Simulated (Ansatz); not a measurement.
CaB6-type LaB6 was calculated with r²SCAN+rVV10 in Ansatz (PAW).

Run with plane-wave cutoff 560 eV, 14×14×14 k mesh, Fermi–Dirac smearing 0.05 eV, scalar-relativistic PAW data made under PBE.

Cell (relaxed at this level):

```xyz
7
Lattice="4.1467 0.0000 0.0000 0.0000 4.1467 0.0000 0.0000 0.0000 4.1467" Properties=species:S:1:pos:R:3 pbc="T T T"
La     0.0000     0.0000     0.0000
B      3.3179     2.0733     2.0733
B      2.0733     0.8288     2.0733
B      2.0733     3.3179     2.0733
B      0.8288     2.0733     2.0733
B      2.0733     2.0733     3.3179
B      2.0733     2.0733     0.8288
```

**Question.** Give the computed bulk modulus B0 and pressure derivative B′ of the bulk modulus.

**Answer.** 
- bulk modulus B0 = 182 GPa
- pressure derivative B′ of the bulk modulus = 3.7

The run finds no gap.

Measured, for comparison: bulk modulus 164 ± 2 GPa (room temperature, no zero-point or thermal correction, isothermal; as tabulated in LaB6 under pressure, Phys. Rev. B 80, 172104 (doi 10.1103/PhysRevB.80.172104)). Computed (rounded) less measured: bulk modulus +11 %.

Note: the bulk modulus comes from volumes at which shape and atoms were relaxed.

Spin–orbit coupling is not included.

The computed numbers hold no vibrational or temperature effects.

It cost around 12 core-minutes (rough) of CPU time.

Ansatz is a program for electronic structure.
